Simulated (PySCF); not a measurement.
Results of LNO-CCSD(T) (PySCF, GTH pseudopotentials, Gaussian basis, DZ basis) for 3C-SiC.

The same calculation (at the measured cell, 10.346 Å³/atom) with different numerical settings; throughout: k mesh 2×2×2:

| run | LNO threshold | total energy (eV/atom) | rough time |
|---|---|---|---|
| 1 | 3e-05 | -129.1519 | 100 core-s |
| 2 | 1e-05 | -129.1460 | 10 core-min |
| 3 | 3e-06 | -129.1447 | 60 core-min |

In the column total energy (eV/atom) the first row differs from the last by -0.0072 and the next to last by -0.0013.

The last row is no converged limit: other settings stay fixed.
